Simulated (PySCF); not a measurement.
# Potential energy of PS along the bond

Set-up: basis P def2-TZVPP, S def2-TZVPP; no relativity; PySCF 2.14. Energies in eV from P + S in their ground configurations at the same level. State: ²Π (doublet), unpaired electrons π ↑.

All columns are PBE0. A positive dipole means P(−)S(+).

```
R (Å)  E (eV)  μ (D)  Mulliken charge on P (basis-dependent)  HOMO (eV)  LUMO (eV)  Mayer bond order  ⟨S²⟩
1.631  -2.679   0.06                                    0.02      -4.86      -2.72              2.44  0.76
1.707  -3.699  -0.15                                    0.07      -5.12      -2.98              2.40  0.76
1.783  -4.256  -0.36                                    0.11      -5.37      -3.24              2.37  0.76
1.840  -4.450  -0.52                                    0.13      -5.55      -3.43              2.36  0.76
1.897  -4.500  -0.68                                    0.15      -5.73      -3.61              2.34  0.76
1.954  -4.439  -0.83                                    0.16      -5.89      -3.78              2.33  0.76
2.030  -4.232  -1.04                                    0.17      -6.10      -4.00              2.31  0.76
2.125  -3.841  -1.27                                    0.18      -6.32      -4.26              2.24  0.81
2.239  -3.304  -1.35                                    0.17      -6.51      -4.36              1.95  1.08
2.390  -2.626  -1.41                                    0.16      -6.70      -4.30              1.57  1.38
```

A fit through these points gives, at Re = 1.892 Å, μ = -0.66 D and dμ/dR = -2.80 D/Å; the reduced mass is 15.73 u.

Q: How strong is the fundamental in the double-harmonic approximation, I = 42.26·(dμ/dR)²/μred km/mol?

A: I = 42.26·(-2.80)²/15.73 = 21.1 km/mol at PBE0.

⟨S²⟩ of the unrestricted solution departs from its pure value on part of the curve, where spin states mix. The state is the lowest determinant that a PBE0 search found; another state may lie lower at other levels.
